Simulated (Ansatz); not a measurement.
**C2H4FN: taking an electron away**

How much energy removes an electron from C2H4FN at fixed geometry? The cation is run at each level and the neutral's energy taken from earlier runs.

Program: Ansatz 0.2.0, Gaussian basis. Level of theory: unrestricted cation, the program's frozen cores in correlated methods. These are calculated values, not measurements.

Levels to be run: UKS PBE-D4/def2-TZVPP; UKS r2SCAN-D4/def2-TZVPP; UKS PBE0-D4/def2-TZVPP; UKS B3LYP-D4/def2-TZVPP; UKS wB97X-V/def2-TZVPP; UKS wB97M-V/def2-TZVPP; UKS B2PLYP/def2-TZVPP; UHF-CCSD(T)/def2-TZVPP; UHF-MP2/def2-QZVPP; extrapolation to the limit; then −ε(HOMO) from the neutral's earlier runs with LDA (SPW92), PBE-D4, revPBE-D4, BLYP-D4, r2SCAN-D4, B97M-V, PBE0-D4, B3LYP-D4, r2SCANh-D4, r2SCAN0-D4, HSE06-D4, BHLYP-D4, CAM-B3LYP-D4, LC-ωPBE, ωB97X-V, ωB97M-V.

## Step 1: The geometry

The geometry comes from an earlier relaxation with PBE0-D4 in a triple-zeta def2 set; it is a stationary point, not always the lowest conformer.

SMILES `CC(=N)F`, 8 atoms, charge 0, spin multiplicity 1.

Atoms are counted from 1 here; the program's logs count them from 0.

Bond lengths: C1–C2 1.488 Å, C1–H5 1.088 Å, C1–H6 1.092 Å, C1–H7 1.092 Å, C2–N3 1.247 Å, C2–F4 1.341 Å, N3–H8 1.015 Å. Angles: C2–C1–H5 111.2°, C2–C1–H6 109.7°, C2–C1–H7 109.7°, H5–C1–H6 109.4°, H5–C1–H7 109.4°, H6–C1–H7 107.3°, C1–C2–N3 132.0°, C1–C2–F4 110.6°, N3–C2–F4 117.4°, C2–N3–H8 110.7°.

## Step 2: Cation, UKS PBE-D4/def2-TZVPP

File in.yaml:

```yaml
crystal:
  periodic: [false, false, false]
  atoms:
    - {symbol: C, position_ang: [-0.246744, 0.732412, -0.287282]}
    - {symbol: C, position_ang: [0.491441, -0.429375, 0.278409]}
    - {symbol: N, position_ang: [0.166295, -1.620854, 0.450446]}
    - {symbol: F, position_ang: [1.725795, -0.065302, 0.654014]}
    - {symbol: H, position_ang: [-1.250547, 0.447964, -0.597181]}
    - {symbol: H, position_ang: [-0.308720, 1.527714, 0.458869]}
    - {symbol: H, position_ang: [0.298437, 1.132695, -1.144958]}
    - {symbol: H, position_ang: [-0.783857, -1.782254, 0.131984]}
basis:
  gaussian: {orbitals: def2-TZVPP}
total_charge: 1
magnetization: {spin_polarized: true, initial_magnetization: 1}
hamiltonian: {xc: pbe, dispersion: d4}
```

After this run come: Cation, UKS r2SCAN-D4/def2-TZVPP; Cation, UKS PBE0-D4/def2-TZVPP; Cation, UKS B3LYP-D4/def2-TZVPP; Cation, UKS wB97X-V/def2-TZVPP; Cation, UKS wB97M-V/def2-TZVPP; Cation, UKS B2PLYP (frozen core)/def2-TZVPP; Cation, UHF-CCSD(T)/def2-TZVPP; Cation, UHF-MP2/def2-QZVPP.

Before running them: what should the planned runs give, taken together? Wanted: ionisation energy, CCSD(T)/CBS; nearest functional by difference; nearest −ε(HOMO); −ε(HOMO) of PBE; T1 of the cation.

As calculated:

```
                        quantity               value
  ionisation energy, CCSD(T)/CBS            11.22 eV
nearest functional by difference  ωB97M-V (-0.19 eV)
                nearest −ε(HOMO)  LC-ωPBE (+0.09 eV)
                 −ε(HOMO) of PBE             6.81 eV
                T1 of the cation               0.023
```

**Reading.** By cation minus neutral, the functionals miss by 0.45 eV at most. The PBE orbital energy is 4.4 eV too small: a semilocal HOMO is no ionisation energy. Among orbital estimates LC-ωPBE comes nearest. Hartree-Fock falls 1.51 eV short, as the neutral has more correlation energy than the cation.
